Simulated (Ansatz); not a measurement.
Two shapes of singlet CH₃O(-).

Shape 1:

```xyz
5

C     0.0199   -0.0392   -0.4842
O    -0.0005    0.0436    0.7569
H    -0.0310   -1.0521   -1.1004
H    -0.9238    0.4763   -1.0691
H     0.8577    0.4795   -1.0648
```

Shape 2:

```xyz
5

C     0.0000    0.0000   -0.5486
O     0.0000    0.0000    0.8439
H     0.0000   -1.1130   -1.1531
H    -0.9639    0.5565   -1.1531
H     0.9639    0.5565   -1.1531
```

Basis set: def2-TZVP (spherical functions). Frozen core: 2 orbitals. Charge -1, multiplicity 1.

Computed with Ansatz (development build ahead of 0.2.0); each method stands on the lowest determinant of its kind that the runs found.

(1) Which shape is lower in energy, and by how much in each method?

Answers

(1)

```
 method  E(2) − E(1) (eV)
    RHF             0.612
RHF-MP2             0.382
```

Shape 1 is lower. Caution: no diffuse functions for an anion.
